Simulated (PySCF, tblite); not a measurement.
Complex of chlorine monofluoride and 2 × hydrogen fluoride

A gas-phase complex of chlorine monofluoride and 2 × hydrogen fluoride; neutral, singlet. The structure comes from a short search (6 tight-binding starts) and was relaxed by PBE0-D3(BJ)/def2-SVPD; another way of binding may lie lower. Frequencies by PBE0-D3(BJ)/def2-SVPD show no clear imaginary mode.

```json
{"part": "1", "name": "chlorine monofluoride", "SMILES": "FCl", "atoms": "1–2", "charge": "0", "multiplicity": "1"}
{"part": "2", "name": "hydrogen fluoride", "SMILES": "F", "atoms": "3–4", "charge": "0", "multiplicity": "1"}
{"part": "3", "name": "hydrogen fluoride", "SMILES": "F", "atoms": "5–6", "charge": "0", "multiplicity": "1"}
```

Coordinates in Å:
```
Cl1     0.869   -0.094    0.615
F2     -0.160    1.207    0.560
F3     -1.063   -1.496   -2.253
H4     -1.490   -0.691   -2.061
F5     -2.000    0.843   -1.408
H6     -1.422    1.064   -0.712
```

Contacts between parts, classed by geometry: H4···F5 1.744 Å (hydrogen bond, 166°); H6···F2 1.798 Å (hydrogen bond, 170°).

Interaction energies are complex less parts, with the parts frozen as they stand in it; counterpoise-corrected, in kcal/mol (PySCF).

Q: Give the interaction energy at each level run.

A: 
```csv
level,interaction,superposition error removed
wB97M-D3(BJ)/def2-TZVPD,-8.20,-0.14
PBE0-D3(BJ)/def2-TZVPD,-8.67,-0.15
RI-MP2/aug-cc-pVTZ,-7.59,-1.29
```

Q: What holds them together? Decompose the wB97M-D3(BJ)/def2-TZVPD energy: frozen parts, their antisymmetrised product, then relaxation.

A: electrostatic -12.6, Pauli repulsion +13.6, orbital relaxation -8.1, dispersion correction -1.3 kcal/mol, which sum to the value before the counterpoise correction; the Pauli term holds the exchange-correlation of the frozen density too. Of the attraction, 57 % is electrostatic, 37 % is orbital relaxation, 6 % is dispersion correction.

Q: Are the pair energies additive?

A: The pairs sum to -7.08 kcal/mol (1–2 -0.6, 1–3 -2.1, 2–3 -4.4); the rest of -1.12 is a many-body strengthening.

The parts were also relaxed and run alone, at the levels used for the complex: shieldings by PBE0/pcSseg-2.

Q: How do these values change when the complex forms?

A: 
```
             property  alone  in the complex  change
       F3–H4 bond (Å)  0.920           0.931  +0.011
shielding of H4 (ppm)  29.19           25.98   -3.21
shielding of F5 (ppm)  410.9           400.2   -10.7
shielding of H6 (ppm)  29.19           26.57   -2.62
shielding of F2 (ppm)  660.1           678.9   +18.7
```

Q: What are the binding energy from relaxed parts (wB97M-D3(BJ)/def2-TZVPD), and ΔH and ΔG of association at 298.15 K and 1 atm?

A: -7.90 kcal/mol, -4.77 with zero-point energy; ΔH -5.8 and ΔG +8.8 kcal/mol, from harmonic vibrations by PBE0-D3(BJ)/def2-SVPD with low modes damped.

The 5 runs behind this took 4.2 min in all, one thread each of Arm Neoverse V1 on a shared host, launched as `OMP_NUM_THREADS=1 python cluster_run.py task.json out`.
